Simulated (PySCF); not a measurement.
**BN, triplet: reading a ladder of total energies**

Geometry: that of the BN, singlet, kept fixed. The singlet lies 0.4 eV lower here.

```xyz
2

B     0.0000    0.0000    0.0000
N     0.0000    0.0000    1.2615
```

Basis 6-31G; PySCF 2.14.0. Correlated methods freeze the noble-gas cores, which leaves 8 electrons in 16 orbitals. Prefix R: restricted or restricted open-shell reference; prefix U: unrestricted.

Full CI is exact within this basis and frozen core; it isn't the basis-set limit. The frozen core follows each run's orbitals, which can shift R against U totals by a few meV.

UCCSD has a T1 diagnostic of 0.041 and a largest doubles amplitude of 0.11.

Restricted and unrestricted runs freeze slightly different cores, so the step to full CI, which has another core, is uncertain by up to 0.1 kcal/mol.

```json
{"level": "UHF", "total energy (hartree)": "-78.951497"}
{"level": "UMP2", "total energy (hartree)": "-79.070079"}
{"level": "UCCSD", "total energy (hartree)": "-79.086713"}
{"level": "UCCSD(T)", "total energy (hartree)": "-79.091359"}
{"level": "UCCSDT", "total energy (hartree)": "-79.092718"}
{"level": "full CI", "total energy (hartree)": "-79.093114"}
```

Question: What is the correlation energy at full CI, and what share of it do UMP2 and UCCSD(T) recover?

Answer: E(corr) = -79.093114 − (-78.951497) = -0.141617 hartree = -3.854 eV. UMP2: -0.118582 / -0.141617 = 83.73 %. UCCSD(T): -0.139862 / -0.141617 = 98.76 %.

Question: By how many kcal/mol does UCCSD(T) miss full CI (1 hartree = 627.509 kcal/mol), and which steps make up the rest?

Answer: -79.091359 − (-79.093114) = 0.001755 hartree = 1.10 kcal/mol. Steps: UCCSDT − UCCSD(T) = -0.85, full CI − UCCSDT = -0.25 kcal/mol. Differences between like states or geometries often cancel part of this.
